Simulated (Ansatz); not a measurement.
## What a trial cell of H2Os relaxes into

The calculation used DFT PBE, scalar-relativistic, plane waves, PAW (Ansatz 0.2.0). Cutoff 420 eV, Γ-centred k mesh, Gaussian smearing, no spin polarisation in the final step.

H2Os was placed on the 2H molybdenite structure type (P6_3/mmc, No. 194), with Os in place of Mo, H in place of S, at a guessed volume.

```
CELL_PARAMETERS angstrom
2.42131 0.00000 0.00000
-1.21065 2.09691 0.00000
0.00000 0.00000 9.41789
ATOMIC_POSITIONS crystal
H 0.33333 0.66667 0.62750
H 0.66667 0.33333 0.12750
H 0.33333 0.66667 0.87250
H 0.66667 0.33333 0.37250
Os 0.33333 0.66667 0.25000
Os 0.66667 0.33333 0.75000
```

Steps on the 12×12×2 mesh (6 atoms). 7 of 11 steps are shown, and the free energy counts from the last. Trial steps that were taken back and renewals of the plane-wave basis can be among the rows.

```
step  ΔF (meV/atom) V (Å³/atom) P (GPa) largest force component (eV/Å)
   1          523.4         7.97    79.78                           0.632
   2          138.3         8.78    31.15                           0.007
   3           19.7         9.58     9.50                           0.119
   4            6.6         9.95     1.59                           0.003
   5            6.1        10.06    -0.02                           0.002
   6            0.6        10.06     0.64                           0.003
  11            0.0        10.61    -0.03                           0.003
```

A final relaxation ran on a 18×18×4 mesh. The relaxed crystal, P6_3/mmc (No. 194):

```cif
data_structure
_symmetry_space_group_name_H-M 'P6_3/mmc'
_symmetry_Int_Tables_number 194
_cell_length_a 2.6892
_cell_length_b 2.6892
_cell_length_c 10.4620
_cell_angle_alpha 90.000
_cell_angle_beta 90.000
_cell_angle_gamma 120.000
_cell_volume 65.52
loop_
_atom_site_label
_atom_site_type_symbol
_atom_site_symmetry_multiplicity
_atom_site_Wyckoff_symbol
_atom_site_fract_x
_atom_site_fract_y
_atom_site_fract_z
_atom_site_occupancy
H1 H 4 f 0.33333 0.66667 0.64564 1
Os1 Os 2 c 0.33333 0.66667 0.25000 1
```

- Volume per atom: 10.9 Å³
- Density: 9.7 g/cm³
- Energy over the elements: 0.46 eV/atom
- Gap on the 18×18×4 mesh: 0 eV (a metal)

The zero of energy is the elements' standard structures at the same level (H₂ as a molecule); no fitted shifts are applied.

The final run used a 18×18×4 mesh on its 6-atom cell and 0.10 eV smearing. For metals, differences of a few meV/atom aren't resolved. No dispersion correction is applied, so the spacing between layers, chains or molecules is poorly fixed, and with it the volume and density. Spin–orbit coupling is left out.

A structure relaxed within its symmetry needn't be a true minimum.

Cost: 4 runs of about 2.6 core-minutes in all, on Intel Xeon Platinum 8375C (Ice Lake) (shared hosts).